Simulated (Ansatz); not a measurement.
# C2H5N: the cost of one run

Method: the levels named in each step, in Ansatz 0.2.0.

## Step 1: The structure to begin with

Bond lengths: C1–C2 1.496 Å, C2–N3 1.252 Å, C1–H4 1.090 Å, C1–H5 1.089 Å, C1–H6 1.089 Å, C2–H7 1.088 Å, N3–H8 1.021 Å. Angles: C1–C2–N3 128.5°, C1–C2–H7 115.4°, N3–C2–H7 116.0°, C2–C1–H4 109.6°, C2–C1–H5 109.6°, C2–C1–H6 111.4°, H4–C1–H5 107.7°, H4–C1–H6 109.3°, H5–C1–H6 109.3°, C2–N3–H8 114.8°.

Coordinates:

```xyz
8

C    -1.2017   -0.3884    0.0833
C     0.0544    0.4241    0.0923
N     1.2231    0.0558   -0.1651
H    -1.6609   -0.3628    1.0711
H    -1.9101    0.0429   -0.6223
H    -1.0029   -1.4227   -0.1937
H    -0.0686    1.4715    0.3582
H     1.3177   -0.9304   -0.4107
```

## Step 2: A rough first relaxation, PBE-D4/def2-SVP

This run stands in another session on the same molecule. It ended at:

```xyz
8

C    -1.1899   -0.3896    0.0816
C     0.0704    0.4331    0.0933
N     1.2670    0.0647   -0.1696
H    -1.6782   -0.3689    1.0797
H    -1.9271    0.0371   -0.6320
H    -0.9910   -1.4443   -0.1975
H    -0.0717    1.5046    0.3690
H     1.2715   -0.9467   -0.4113
```

## Step 3: Relaxation, r2SCAN-D4/def2-TZVPP

input.yaml reads:

```yaml
crystal:
  periodic: [false, false, false]
  atoms:
    - { symbol: C, position_ang: [-1.18986794, -0.38958823, 0.08164261] }
    - { symbol: C, position_ang: [0.07039527, 0.43314964, 0.09326185] }
    - { symbol: "N", position_ang: [1.26703569, 0.06468482, -0.16960805] }
    - { symbol: H, position_ang: [-1.67815199, -0.36889132, 1.07968792] }
    - { symbol: H, position_ang: [-1.92711764, 0.03710466, -0.63204589] }
    - { symbol: H, position_ang: [-0.9910464, -1.44432862, -0.19747125] }
    - { symbol: H, position_ang: [-0.07171486, 1.50458367, 0.3690042] }
    - { symbol: H, position_ang: [1.27146786, -0.94669461, -0.4113414] }
basis:
  gaussian: { orbitals: def2-TZVPP }
hamiltonian:
  xc: r2scan
  dispersion: d4
relax:
  f_tol: 0.002
  max_steps: 150
```

Command:

```
> ansatz run input.yaml --threads 4 --pin off --max-ram 10240MiB --backend cpu --events-out ev --progress --plain --runs-dir out
```

What time and memory should one allow on 4 threads of AMD EPYC (Zen 3), shared host?

About 65 s, with a peak of 0.27 GiB.
